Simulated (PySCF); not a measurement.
**Vibration and rotation of ClF**

RHF-CCSD(T) constants of ClF, ¹Σ⁺ (singlet), closed shell (Cl x2c-SVPall, F x2c-SVPall; spin-free X2C with a Gaussian nucleus (PySCF 2.14); masses 34.9689 and 18.9984 u):

* ωe: 717.9 cm⁻¹
* ωexe: 6.1 cm⁻¹
* Be: 0.48692 cm⁻¹
* αe: 0.00501 cm⁻¹
* D (centrifugal): 8.96e-07 cm⁻¹
* De to Cl + F: 2.02 eV

**Question.** Estimate the standard entropy (1 bar) and heat capacity of the ideal gas at 1500 K, rigid rotor with B0 and harmonic oscillator at the fundamental.

**Answer.** Translation (Sackur–Tetrode, M = 53.97 u): 192.2 J/(mol K). Rotation: q = kT/(σB0) = 2150 with σ = 1, 72.1. Vibration: x = hcν0/kT = 0.677, 11.72. S° = 276.0 J/(mol K); Cp = 7R/2 + 8.00 = 37.1 J/(mol K).

Correlated steps freeze 6 core orbitals. Correlated levels converge slowly with the basis: in double zeta they bind strong bonds too weakly, by up to about 1 eV, and carry superposition errors of some tenths. Where the molecule has an RHF reference, its open-shell atoms are computed with UHF.
